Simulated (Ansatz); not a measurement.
A calculation on rock-salt AgCl returned lattice constant a 5.612 Å, bulk modulus 41.9 GPa, cohesive energy 2.43 eV/atom, formation enthalpy -0.451 eV/atom.

For reference: lattice constant a 5.546 Å (measured, temperature not stated, no zero-point or thermal correction, our sources range from 5.510 to 5.550; as tabulated in Jana et al. (2018), arXiv:1803.03840); bulk modulus 44 GPa (measured, temperature not stated, not corrected to a static lattice, our sources range from 44.0 to 53.5; as tabulated in Toher et al. (2017), arXiv:1611.05714); cohesive energy 2.78 ± 0.03 eV/atom (worked out here from tabulated enthalpies at 298 K, copied from a table, unchecked, brought to a static lattice with a Debye model, atoms in their spin–orbit ground levels; inputs from the CRC Handbook); formation enthalpy -0.667 ± 0.0003 eV/atom (measured, 0 K, taken to 0 K with the table's H(298.15)-H(0) of compound and elements; zero-point energies not removed; as tabulated in Cox, Wagman, Medvedev, CODATA Key Values for Thermodynamics (1989)).

Task: Which level of theory produced these numbers?
(A) r²SCAN (Ansatz, a first-principles code)
(B) HSE06 (Ansatz)
(C) PBE (Ansatz)
(D) PBEsol (Ansatz)

Result: C, PBE (Ansatz)

The others give: r²SCAN 5.545 Å, 50.5 GPa, 2.73 eV/atom, -0.642 eV/atom; PBEsol 5.447 Å, 56.5 GPa, 2.77 eV/atom, -0.423 eV/atom; HSE06 5.603 Å, 41.9 GPa, 2.44 eV/atom, -0.596 eV/atom.

Unless a cell is named, each level is at its own relaxed cell (HSE06 21.99, PBE 22.09, PBEsol 20.21, r²SCAN 21.31 Å³/atom).

Caveats: exact exchange on metals is sensitive to the k mesh and can open a false gap (HSE06). Ansatz's density-functional and Hartree–Fock values are scalar-relativistic unless marked +SOC, with PAW data made under PBE.
